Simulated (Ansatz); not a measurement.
Worked example: HSB, quintet against HSB, triplet

Geometry (PBE0/def2-TZVP stationary point of a triplet), kept for both states (HSB, triplet: A'; HSB, quintet: A'):

| atom | x (Å) | y (Å) | z (Å) |
| --- | --- | --- | --- |
| B | 0.0000 | 0.0893 | 1.2933 |
| S | 0.0000 | -0.0686 | -0.4091 |
| H | 0.0000 | 1.2251 | -0.8579 |

Basis 6-31G; Ansatz 0.2.0. Correlated methods freeze the noble-gas cores. Prefix R: restricted or restricted open-shell reference; prefix U: unrestricted.

Full CI is exact within this basis and frozen core; it isn't the basis-set limit. The frozen core follows each run's orbitals, which can shift R against U totals by a few meV.

```tsv
level	E(HSB, triplet) (hartree)	E(HSB, quintet) (hartree)
UHF	-422.618692	-422.465030
UMP2	-422.694708	-422.521126
UCCSD(T)	-422.716728	-422.540269
PBE	-423.223444	-423.036788
B3LYP	-423.453533	-423.263419
full CI	-422.717499	-422.540652
```

Problem. Give the vertical gap, HSB quintet less HSB triplet, at each level in eV (1 hartree = 27.2114 eV), and each error against full CI.

Solution. full CI: (-422.540652 − (-422.717499)) × 27.2114 = 4.812 eV (the reference)
B3LYP: (-423.263419 − (-423.453533)) × 27.2114 = 5.173 eV, error 0.361 eV
PBE: (-423.036788 − (-423.223444)) × 27.2114 = 5.079 eV, error 0.267 eV
UCCSD(T): (-422.540269 − (-422.716728)) × 27.2114 = 4.802 eV, error -0.010 eV
UMP2: (-422.521126 − (-422.694708)) × 27.2114 = 4.723 eV, error -0.089 eV
UHF: (-422.465030 − (-422.618692)) × 27.2114 = 4.181 eV, error -0.631 eV

Total energies of functionals can't be set beside those of wave-function methods, since they hold the core's correlation and their own absolute errors; only the differences compare.

The set has no polarisation functions, so the order and spacing of states can differ from the basis-set limit.

In so small a basis the reference is far from its limit while semilocal and hybrid functionals are nearer theirs, so the functionals' errors here hold much of the reference's basis and frozen-core error, which can add to them or hide them.

Each level lands on the state that its own search finds. T1 diagnostics of restricted CCSD: 0.034 and 0.020.
